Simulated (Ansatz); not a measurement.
## Diamond-structure Si

Computed with r²SCAN (PAW; Ansatz, an electronic-structure program).

Settings: plane-wave cutoff 500 eV, 3×3×3 k mesh, gaussian smearing 0.02 eV, cell of 64 sites, scalar-relativistic PAW data made under PBE.

Cell: relaxed at this level.

```
Property                                     Result
------------------------------------------  -------
vacancy formation energy                    4.08 eV
vacancy formation energy before relaxation  4.17 eV
```

Measured, for comparison: vacancy formation energy 3.6 eV (no zero-point or thermal correction, monovacancy; as tabulated in Garrity and Choudhary (2023), arXiv:2112.11585). Computed (rounded) less measured: vacancy formation energy +0.48 eV.

Note: the vacancy is neutral, without spin, and relaxed from the ideal cell, whose symmetry can bar a Jahn–Teller distortion; the defect's distortion and the cell size are not converged; energies are extrapolated to zero smearing, and mesh and cell size move such values by some tenths of an eV.

The computed numbers hold no vibrational or temperature effects.

It cost very roughly 14 core-minutes of CPU time.
